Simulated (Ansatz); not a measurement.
Ideal-gas functions of AlHO2 (`[O]=[Al][OH]`) at 600 K and 1 bar, from an Ansatz frequency run at PBE0-D4/def2-TZVP.

Molar mass 59.99 g/mol, point group Cs (symmetry number 1), electronic degeneracy 1, moments of inertia 0.446, 90.348, 90.794 u Å². Harmonic wavenumbers (cm⁻¹, unscaled): 207, 217, 475, 783, 1190, 3990.

Use S(trans) = R[1.5 ln M + 2.5 ln T − 1.1517]; rotational temperatures θ = 24.2544 K / I; S(rot) = R[ln(√π/σ · √(T³/θAθBθC)) + 1.5]; for each mode x = 1.438777 ν̃/T, S = R[x/(eˣ − 1) − ln(1 − e⁻ˣ)] and H = RT x/(eˣ − 1); 1 cm⁻¹ = 0.0119627 kJ/mol; R = 8.31446 J/(mol·K).

Problem. By hand: the entropy, in J/(mol·K).

Solution. Translation 174.5. Rotation: θ = 54.3821, 0.2685, 0.2671 K, giving 91.4. Vibration, mode by mode: 14.22, 13.84, 7.67, 4.20, 1.94, 0.01, in all 41.9. Electronic 0.0. Sum 307.8 J/(mol·K).

Problem. By hand: H − E and G − E in kJ/mol, counted from the electronic energy.

Solution. Zero-point energy ½ × 6862 × 0.0119627 = 41.0; thermal vibration 12.9; translation, rotation and pV give 4 RT = 20.0. H − E = 73.9 kJ/mol, and G − E = 73.9 − 600 × 307.8/1000 = -110.8 kJ/mol.

Vibration gives 14 % of the entropy. The sum counts one conformer and one mirror image; others add a mixing term.
